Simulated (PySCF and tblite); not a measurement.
C₄H₃FO, numbered as in [O:1]=[C:2]=[CH:3]/[CH:4]=[CH:5]/[F:6].

The ensemble was built from 60 distance-geometry starts (ETKDG and KDG, MMFF94s, GFN2-xTB) and rests on GFN2-xTB geometries. Free energies are B3LYP-D3(BJ)/def2-TZVP single points with GFN2-xTB rigid-rotor and vibrational terms (modes under about 100 cm⁻¹ blended into free rotors). Symmetry numbers and mirror images are counted. Conformers within 2.5 kcal/mol (GFN2-xTB free energy) were kept, 3 at most. Couplings: B3LYP/pcJ-1. Couplings are for ¹³C, ¹⁹F, ¹H, ¹⁷O. Programs: PySCF with density fitting and tblite.

Torsions listed: C2–C3–C4–C5.

```csv
conformer,shape,weight %
1,180°,95.8
2,0°,4.2
```

Task: Give the couplings in each conformer and the averages at 298.15 K (pairs that fast motion interchanges averaged).

Result: 
```tsv
coupling	pairs	1	2	average (Hz)
¹J(O1,C2)	1	20.5	20.9	20.5
²J(O1,C3)	1	2.1	2.0	2.1
³J(O1,C4)	1	-0.3	0.0	-0.3
⁴J(O1,C5)	1	-3.6	-1.4	-3.5
⁵J(O1,F6)	1	-6.0	0.7	-5.8
³J(O1,H3)	1	-1.1	-1.2	-1.1
¹J(C2,C3)	1	133.9	129.2	133.7
⁴J(C2,F6)	1	9.6	-1.8	9.2
²J(C2,H3)	1	2.2	1.3	2.1
³J(C2,H4)	1	5.2	12.2	5.5
⁴J(C2,H5)	1	-0.7	-0.5	-0.7
¹J(C3,C4)	1	70.4	71.9	70.5
³J(C3,F6)	1	9.8	5.9	9.6
¹J(C3,H3)	1	172.1	177.6	172.3
²J(C3,H4)	1	0.8	1.3	0.8
³J(C3,H5)	1	4.9	4.4	4.9
¹J(C4,C5)	1	105.8	102.4	105.7
²J(C4,F6)	1	24.3	24.8	24.3
²J(H3,C4)	1	-6.0	-7.2	-6.1
¹J(C4,H4)	1	163.8	170.9	164.1
²J(C4,H5)	1	14.8	14.9	14.8
¹J(C5,F6)	1	-324.4	-326.7	-324.5
³J(H3,C5)	1	7.3	11.0	7.5
²J(H4,C5)	1	-7.8	-8.6	-7.8
¹J(C5,H5)	1	205.2	203.0	205.1
⁴J(H3,F6)	1	-4.4	0.8	-4.2
³J(H4,F6)	1	15.5	15.8	15.5
²J(H5,F6)	1	85.8	85.2	85.8
³J(H3,H4)	1	11.9	12.7	11.9
³J(H4,H5)	1	11.9	12.8	12.0
```

Computed couplings to fluorine can be off by tens of per cent at such levels.
